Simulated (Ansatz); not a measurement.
Compare A (`CC1(O)C=C1`) with its isomer B (`CC#COC`).

Computed with Ansatz on PBE0-D4/def2-TZVP structures; ΔE is electronic, products minus reactants. CCSD(T)/CBS adds triple-zeta CCSD(T) − MP2 to the extrapolated MP2 energy (def2 sets, frozen cores). Functionals use def2-TZVPP. B3LYP here is the variant with VWN-RPA as its local correlation; programs differ in this. One conformer a species, not always the lowest.

A:

Z-matrix (Å, degrees):
```
C
C 1 1.502
H 1 1.093 2 110.3
H 1 1.090 2 110.6 3 -120.6
H 1 1.093 2 110.3 3 118.8
O 2 1.410 1 107.9 3 -59.4
C 2 1.480 1 123.9 3 152.7
C 2 1.479 1 123.9 3 88.6
H 6 0.961 2 107.9 1 -180.0
H 7 1.080 2 148.0 1 73.7
H 8 1.080 2 148.0 1 -73.7
```

B:

```xyz
11

C     0.347    0.321   -2.351
C     0.313    0.382   -0.900
C     0.294    0.449    0.299
O     0.294    0.550    1.593
C    -0.444   -0.473    2.266
H     1.061   -0.426   -2.707
H     0.639    1.287   -2.772
H    -0.635    0.068   -2.760
H    -1.492   -0.444    1.962
H    -0.355   -0.260    3.330
H    -0.020   -1.454    2.041
```

(1) Which isomer does CCSD(T)/CBS put lower? Give the gap. (Best estimate.)

(2) Give E(B) − E(A) in kJ/mol with r2SCAN-D4, B3LYP-D4, B2PLYP, HF/def2-TZVPP, CCSD(T)/def2-TZVPP, PBE0-D4, MP2/def2-TZVPP. (An estimate is asked.)

Largest T1 diagnostic: 0.012.

## Answers

(1) The calculation gave: A, by 11.2 kJ/mol.

(2) The calculation gave: r2SCAN-D4 11.7, B3LYP-D4 -7.3, B2PLYP -7.3, HF/def2-TZVPP -24.4, CCSD(T)/def2-TZVPP 5.7, PBE0-D4 15.6, MP2/def2-TZVPP 9.9. The order is the other way round with B3LYP-D4, B2PLYP, HF/def2-TZVPP.

The D4 term adds +5.5 kJ/mol with B3LYP and +2.7 kJ/mol with PBE0; it sums over pairs of atoms, weighted by their polarisabilities, and B3LYP, whose exchange is more repulsive, gets the larger term. In def2-TZVPP, CCSD(T) changes the Hartree–Fock value by +30.1 kJ/mol (the triples alone add +2.8 kJ/mol) and MP2 by +34.3 kJ/mol.
